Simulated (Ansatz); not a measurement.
# CH₃AlN radical (SMILES [CH]=[N][AlH2]): single points off equilibrium

The atoms stand at a structure displaced at random from a GFN2-xTB minimum. How far do the functionals agree with CCSD(T) there?

Computed with Ansatz 0.2.0, Gaussian basis. Level: single points in def2-TZVPP.

Correlated methods freeze the cores. Orbitals are unrestricted.

### Step 1. The starting structure

SMILES `[CH]=[N][AlH2]`, 6 atoms, charge 0, spin multiplicity 2.

Atoms are counted from 1 here; the program's logs count them from 0.

Bond lengths: C1–N2 1.244 Å, C1–H4 1.147 Å, N2–Al3 1.818 Å, Al3–H5 1.584 Å, Al3–H6 1.522 Å. Angles: N2–C1–H4 125.5°, C1–N2–Al3 176.4°, N2–Al3–H5 119.7°, N2–Al3–H6 120.5°, H5–Al3–H6 119.9°.

As a file:

```
C     0.6309   -1.7553    0.3504
N     0.2419   -0.5875    0.1728
Al   -0.2741    1.1483    0.0121
H     0.3454   -2.6588   -0.2960
H    -1.1806    1.5864   -1.2102
H     0.1797    2.1858    1.0297
```

### Step 2. CCSD(T)/def2-TZVPP

Contents of run/in.yaml:

```yaml
crystal:
  periodic: [false, false, false]
  atoms:
    - {symbol: C, position_ang: [0.630900, -1.755300, 0.350400]}
    - {symbol: N, position_ang: [0.241900, -0.587500, 0.172800]}
    - {symbol: Al, position_ang: [-0.274100, 1.148300, 0.012100]}
    - {symbol: H, position_ang: [0.345400, -2.658800, -0.296000]}
    - {symbol: H, position_ang: [-1.180600, 1.586400, -1.210200]}
    - {symbol: H, position_ang: [0.179700, 2.185800, 1.029700]}
basis:
  gaussian: {orbitals: def2-TZVPP}
magnetization: {spin_polarized: true, initial_magnetization: 1}
correlation: {method: ccsd_t}
scf: {omitted_lower_state_checks: [cluster_reference]}
output: {forces: true}
```

The command line of these runs was not kept.

### Step 3. PBE0-D4/def2-TZVPP

run/in.yaml: that of step 2 with these lines changed.

```diff
@@ -12,4 +12,3 @@
 magnetization: {spin_polarized: true, initial_magnetization: 1}
-correlation: {method: ccsd_t}
-scf: {omitted_lower_state_checks: [cluster_reference]}
-output: {forces: true}
+hamiltonian: {xc: pbe0, dispersion: d4}
+output: {forces: true, orbitals: {seedname: orbitals}}
```

### Step 4. wB97M-V/def2-TZVPP

run/in.yaml: that of step 3 with these lines changed.

```diff
@@ -12,3 +12,3 @@
 magnetization: {spin_polarized: true, initial_magnetization: 1}
-hamiltonian: {xc: pbe0, dispersion: d4}
-output: {forces: true, orbitals: {seedname: orbitals}}
+hamiltonian: {xc: {name: wB97M-V}}
+output: {forces: true}
```

### Step 5. r2SCAN-D4/def2-TZVPP

run/in.yaml: that of step 4 with these lines changed.

```diff
@@ -12,3 +12,3 @@
 magnetization: {spin_polarized: true, initial_magnetization: 1}
-hamiltonian: {xc: {name: wB97M-V}}
+hamiltonian: {xc: r2scan, dispersion: d4}
 output: {forces: true}
```

### Step 6. PBE-D4/def2-TZVPP

run/in.yaml: that of step 5 with these lines changed.

```diff
@@ -12,3 +12,3 @@
 magnetization: {spin_polarized: true, initial_magnetization: 1}
-hamiltonian: {xc: r2scan, dispersion: d4}
+hamiltonian: {xc: pbe, dispersion: d4}
 output: {forces: true}
```

### Step 7. wB97X-V/def2-TZVPP

run/in.yaml: that of step 6 with these lines changed.

```diff
@@ -12,3 +12,3 @@
 magnetization: {spin_polarized: true, initial_magnetization: 1}
-hamiltonian: {xc: pbe, dispersion: d4}
+hamiltonian: {xc: {name: wB97X-V}}
 output: {forces: true}
```

### Step 8. SPW92/def2-TZVPP

run/in.yaml: that of step 7 with these lines changed.

```diff
@@ -12,3 +12,3 @@
 magnetization: {spin_polarized: true, initial_magnetization: 1}
-hamiltonian: {xc: {name: wB97X-V}}
+hamiltonian: {xc: lda}
 output: {forces: true}
```

(Steps that only read results are left out.)

Q: Predict the outcome of this session. Wanted: energy less free atoms, CCSD(T)/def2-TZVPP; RMS force component; RMS force error; HOMO and LUMO, PBE0-D4; T1 diagnostic.

As calculated:

| quantity | value |
| --- | --- |
| energy less free atoms, CCSD(T)/def2-TZVPP | -1842.1 kJ/mol |
| RMS force component | 0.481 to 0.725 eV/Å over the methods |
| RMS force error | PBE0-D4 0.322, wB97M-V 0.334, r2SCAN-D4 0.220, PBE-D4 0.129, wB97X-V 0.280, SPW92 0.289 eV/Å |
| HOMO and LUMO, PBE0-D4 | -5.04 and -2.06 eV |
| T1 diagnostic | 0.019 |

**Reading.** Against CCSD(T) the functionals' energies less atoms differ by -341.9 to -59.7 kJ/mol, PBE-D4 by -118.4 kJ/mol. The reference is not at the basis limit: in triple zeta CCSD(T) underbinds, which counts against methods that bind more; the gaps are no ranking. For forces PBE-D4 does best and wB97M-V worst. Frozen-core CCSD(T) forces in triple zeta carry basis errors of their own, and this is one geometry, so small gaps rank nothing.
